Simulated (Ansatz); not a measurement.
We consider A-type hexagonal La2O3, described by rVV10 (Ansatz, a quantum-chemistry and plane-wave program, plane waves, PAW).

Numerical settings: plane-wave cutoff 500 eV, 12×12×6 k mesh (along the axes of the cell as run), gaussian smearing 0.02 eV, scalar-relativistic PAW data made under PBE.

Cell (relaxed at this level):

```xyz
5
Lattice="1.9800 -3.4295 0.0000 1.9800 3.4295 0.0000 0.0000 0.0000 6.1919" Properties=species:S:1:pos:R:3 pbc="T T T"
La     1.9800     1.1432     1.5240
La     1.9800    -1.1432     4.6679
O      0.0000     0.0000     0.0000
O      1.9800     1.1432     4.0006
O      1.9800    -1.1432     2.1913
```

Question: Predict the band gap.

Answer: 
- band gap: 3.73 eV (on the SCF k mesh)

Spin–orbit coupling is not included.

Static lattice: no zero-point or thermal effects.

Computing time: around 2.7 core-minutes (rough).
